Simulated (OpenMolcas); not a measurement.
AlH3O (SMILES [OH][AlH2]): methods side by side

The species is AlH3O (5 atoms), meant as a singlet with charge 0. SMILES: `[OH][AlH2]`. Geometry: a GFN2-xTB relaxation, a rough one for these elements and not checked as a minimum.

```xyz
5

O     0.4668   -0.8405    0.5301
Al   -0.2293    0.4110   -0.2596
H     0.8711   -1.5660    0.9879
H    -1.1462    0.1480   -1.4573
H     0.0375    1.8474    0.1989
```

Quantity: the energy change with the O1–H3 bond stretched from 0.948 to 1.422 Å, in eV. The values are calculated.

```json
{"level": "HF/STO-3G (restricted)", "kind": "Hartree–Fock", "program": "OpenMolcas", "value (eV)": "3.52", "less FCI/STO-3G": "+1.07", "CPU time (all runs)": "3.2 s"}
{"level": "SVWN5/STO-3G (restricted)", "kind": "LDA", "program": "OpenMolcas", "value (eV)": "2.45", "less FCI/STO-3G": "0.00", "CPU time (all runs)": "7.4 s"}
{"level": "PBE/STO-3G (restricted)", "kind": "GGA", "program": "OpenMolcas", "value (eV)": "2.29", "less FCI/STO-3G": "-0.16", "CPU time (all runs)": "8.5 s"}
{"level": "r2SCAN/STO-3G (restricted)", "kind": "meta-GGA", "program": "OpenMolcas", "value (eV)": "2.56", "less FCI/STO-3G": "+0.11", "CPU time (all runs)": "10 s"}
{"level": "B3LYP/STO-3G (restricted)", "kind": "global hybrid", "program": "OpenMolcas", "value (eV)": "2.51", "less FCI/STO-3G": "+0.06", "CPU time (all runs)": "8.5 s"}
{"level": "B2PLYP/STO-3G (restricted)", "kind": "double hybrid", "program": "OpenMolcas", "value (eV)": "2.69", "less FCI/STO-3G": "+0.24", "CPU time (all runs)": "7.2 s"}
{"level": "MP2/STO-3G (restricted)", "kind": "perturbation theory", "program": "OpenMolcas", "value (eV)": "2.87", "less FCI/STO-3G": "+0.42", "CPU time (all runs)": "3.3 s"}
{"level": "ACPF/STO-3G (restricted)", "kind": "coupled cluster or CI", "program": "OpenMolcas", "value (eV)": "2.39", "less FCI/STO-3G": "-0.06", "CPU time (all runs)": "3.5 s"}
{"level": "CISD/STO-3G (restricted)", "kind": "coupled cluster or CI", "program": "OpenMolcas", "value (eV)": "2.57", "less FCI/STO-3G": "+0.12", "CPU time (all runs)": "3.5 s"}
{"level": "FCI/STO-3G", "kind": "exact in the basis", "program": "OpenMolcas", "value (eV)": "2.45", "less FCI/STO-3G": "0.00", "CPU time (all runs)": "31 s"}
```

FCI/STO-3G is exact within its basis and frozen core, so for wave-function methods in that basis the difference is their error; functionals converge differently with the basis, so for them it is only a difference. Spin-restricted single references rise too steeply as a bond breaks, Hartree–Fock most of all. The first shape isn't each level's own minimum. The values span 2.29 to 3.52 eV. All rows use very small basis sets, so even the best lies far from the true value. Times are those of the runs behind each value, whatever else they computed, on shared processors of several kinds: orders of magnitude only.
